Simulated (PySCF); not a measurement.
# C3H2O: the cost of one run

Programs: PySCF 2.14.0, with routines of our own; each step states its level. All values are computed. Atoms count from 0.

### 1 The system as given

6 atoms, charge 0, multiplicity 1; geometry from: PBE0/cc-pVDZ.

### 2 Excited-state relaxation: TDDFT PBE0/cc-pVDZ

Job settings and geometry (Å):

```
{"job": {"kind": "xopt", "state": "S1", "method": "TDDFT", "freq": true, "xc": "PBE0", "basis": "cc-pVDZ", "grid": 1}, "charge": 0, "multiplicity": 1}
O      2.036468    -0.260816     0.048762
C      0.846578    -0.099624     0.006680
C     -0.498976    -0.597621    -0.050747
C     -0.318846     0.738992    -0.024238
H     -1.253570    -1.386180    -0.090581
H     -0.837856     1.699898    -0.028551
```

With the program's defaults for keys left out, this is: TDDFT PBE0/cc-pVDZ excited-state geometry optimisation, gas phase.

Started as:

```bash
> OMP_NUM_THREADS=1 python excited_run.py task.json out
```

This one command runs all jobs of the session in turn.

Q: Estimate the wall time and peak memory of this first job on 1 thread of Arm Neoverse V2, shared host.

About 1.8 min, with a peak of 0.37 GiB.
